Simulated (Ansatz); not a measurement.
A nudged elastic band was laid between two geometries of AlFH2 + H3P (8 atoms, charge 0, multiplicity 1).

Theory: RKS revPBE-D4/def2-SVP (Ansatz 0.2.0).

```
movable images  : 5
climbing image  : yes
spring          : 5.0 eV/Å²
optimiser       : quadratic models (default)
start path      : through a guess of the saddle point
force threshold : 0.05 eV/Å
iteration limit : 60
end points      : relaxed
```

Image 0:

```xyz
8
Properties=species:S:1:pos:R:3
Al 0.017 -0.032 0.031
F -0.132 0.536 1.625
H 1.490 -0.066 -0.577
H -1.339 -0.196 -0.792
P 0.171 -3.054 1.136
H -0.699 -2.506 0.117
H 1.374 -2.604 0.484
H 0.076 -1.879 1.967
```

Image 6:

```xyz
8
Properties=species:S:1:pos:R:3
Al 0.100 -0.347 -0.129
F -0.117 0.068 1.882
H 1.506 0.316 -0.494
H -1.310 0.079 -0.748
P 0.201 -2.537 0.859
H -0.777 -3.326 0.178
H 1.402 -3.136 0.370
H -0.049 -0.917 2.075
```

Q: What changes between the two ends?

A: Bonds broken: P5–H8. Bonds formed: Al1–P5, F2–H8. AlFH2 + H3P becomes AlFH5P.

Q: Give the energies along the band, and the barrier.

A: The forces met the threshold. The highest image is number 5 of 0 to 6, 1.00 eV above the first end and 0.10 eV above the last; the last end lies 0.90 eV above the first. A vibrational analysis at the climbing image gives one clearly imaginary mode, 496i cm⁻¹: a first-order saddle point. The orbitals stay closed-shell, which can raise the energy where a bond breaks towards radicals; this wasn't checked here.

```csv
image,path coordinate (Å),energy (eV),P5–H8 (Å),Al1–P5 (Å),F2–H8 (Å)
0,0.00,0.00,1.44,3.22,2.45
1,0.42,0.00,1.44,3.22,2.51
2,0.84,0.00,1.44,3.23,2.37
3,1.25,0.09,1.46,3.06,1.93
4,1.67,0.61,1.56,2.76,1.50
5,2.09,1.00,1.82,2.54,1.11
6,2.71,0.90,2.04,2.40,1.01
```

Q: What is the geometry of the highest image?

A: 
```xyz
8
Properties=species:S:1:pos:R:3
Al 0.091 -0.372 -0.018
F -0.113 0.076 1.863
H 1.521 0.146 -0.498
H -1.302 -0.096 -0.744
P 0.189 -2.657 1.089
H -0.784 -3.028 0.107
H 1.380 -2.837 0.316
H -0.023 -1.032 1.877
```

Q: What are the harmonic wavenumbers there?

A: 496i, 195, 268, 357, 372, 409, 452, 533, 606, 731, 903, 958, 1041, 1668, 1889, 1908, 2370, 2398 cm⁻¹.

The band took 16 iterations and of the order of 2.2 core-minutes.

Time of the run: 2.2 min on 1 thread of Arm Neoverse V2, on a shared host, peak memory 0.15 GiB.
